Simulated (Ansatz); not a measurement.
Species: CS, charge 1, multiplicity 2. 
Geometry from a B3LYP-D3(BJ)/def2-TZVP (Ansatz, an electronic-structure program) optimisation:
```
C
S 1 1.4861
```
Charge +1, spin multiplicity 2.

Total electronic energies in hartree. Cores are frozen in the correlated levels unless marked. Open shells are spin-unrestricted. No spin-orbit coupling. Non-relativistic. CBS marks a two-point X^-3 extrapolation of the correlation energy; Hartree-Fock from the larger set (for Q and 5 zeta extrapolated as (X+1)exp(-9√X)).

The UHF reference is spin-contaminated (<S^2> 0.71 over the pure value in the largest basis). The T1 diagnostic of CCSD in the largest basis is 0.091, which is high, so the coupled-cluster rows are less sure than usual.

| level | program | energy (Eh) |
|---|---|---|
| HF/aug-cc-pV(D+d)Z | Ansatz | -434.97155 |
| HF/def2-SVPD | Ansatz | -434.80293 |
| revPBE/def2-TZVPD | Ansatz | -435.75087 |
| B3LYP-D4/def2-TZVPD | Ansatz + dftd4 | -435.83934 |
| CAM-B3LYP-D4/def2-TZVPD | Ansatz + dftd4 | -435.80594 |
| MP2/cc-pV(T+d)Z | Ansatz | -435.21427 |
| CCSD/6-31G | Ansatz | -435.00791 |
| CCSD/def2-TZVPPD | Ansatz | -435.25853 |
| CCSD(T)/CBS(cc-pV(Q+d)Z,cc-pV(5+d)Z) | Ansatz | -435.3181 |

Totals of different functionals don't rank their quality; only differences between species are comparable.
